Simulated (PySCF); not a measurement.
## Redox energetics: `N[SiH2]` (H4NSi•)

Molecule: `N[SiH2]` (H4NSi•, doublet). Coordinates in Å; atoms count from 1 in this order:
```
N    -0.8460   -0.0801   -0.1344
Si    0.7849    0.1177    0.4412
H    -1.4675    0.7166   -0.2188
H    -1.3653   -0.9334    0.0395
H     1.5434   -1.1250    0.0792
H     1.3553    1.3147   -0.2600
```

Computed at PBE0-D3(BJ)/ma-def2-TZVP // PBE0-D3(BJ)/ma-def2-SVP with PySCF (density fitting, grid level 2). The prefix ma- adds one diffuse s and one diffuse p function on all atoms but H. Thermal corrections: PBE0-D3(BJ)/ma-def2-SVP frequencies, unscaled, ideal gas at 298.15 K and 1 bar, quasi-RRHO entropy.

Frontier levels of the parent: HOMO -5.36 eV, LUMO -1.79 eV.

Oxidation to the singlet cation:
```
Vertical ionisation energy (electronic)              : 7.69 eV
Adiabatic ionisation energy (with zero-point energy) : 6.79 eV
Adiabatic, electronic part                           : 6.73 eV
Vertical gap at the product's structure              : 6.12 eV
Inner reorganisation energy (four-point)             : 1573 meV
Relaxation of product / of parent                    : 964 / 610 meV
Largest changes of atomic charge                     : Si2 0.58, H (on Si2) 0.10, H (on Si2) 0.10, N1 0.09
Distances that move most (Å)                         : N1–Si2 1.741 → 1.651; Si2–H 1.500 → 1.473; Si2–H 1.500 → 1.473; N1–H 1.014 → 1.021
```

Vertical ionisation energy to the triplet cation: 10.46 eV. This state was not relaxed.

Reduction to the singlet anion:
- Vertical electron affinity (electronic): 0.15 eV
- Adiabatic electron affinity (with zero-point energy): 0.84 eV
- Adiabatic, electronic part: 0.80 eV
- Vertical gap at the product's structure: 1.62 eV
- Inner reorganisation energy (four-point): 1464 meV
- Relaxation of product / of parent: 652 / 812 meV
- Largest changes of atomic charge: Si2 -0.67, H (on Si2) -0.10
- Distances that move most (Å): N1–Si2 1.741 → 1.847; Si2–H 1.500 → 1.568; Si2–H 1.500 → 1.552

Reduction to the triplet anion:
- Vertical electron affinity (electronic): -0.56 eV
- Adiabatic electron affinity (with zero-point energy): -0.52 eV
- Adiabatic, electronic part: -0.55 eV
- Vertical gap at the product's structure: -0.53 eV
- ⟨S²⟩ of the product: 2.003
- Largest spin populations: Si2 1.17, N1 0.48, H (on N1) 0.14, H (on N1) 0.14
- Largest changes of atomic charge: Si2 -0.41, N1 -0.26, H (on N1) -0.14, H (on N1) -0.14
- Distances that move most (Å): Si2–H 1.500 → 1.511; Si2–H 1.500 → 1.510; N1–H 1.014 → 1.023; N1–H 1.014 → 1.022

Known limits: the gas-phase triplet anion comes out unbound at this level, so its gas-phase values hang on the basis; a negative vertical affinity means that the electron isn't bound at that structure, so the value and what is derived from it hang on the basis.

Hardware: 1 thread of Arm Neoverse V1, shared with other jobs. Command: `OMP_NUM_THREADS=1 python redox_run.py task.json out`. Structures, frequencies and single points: 2.8 min.
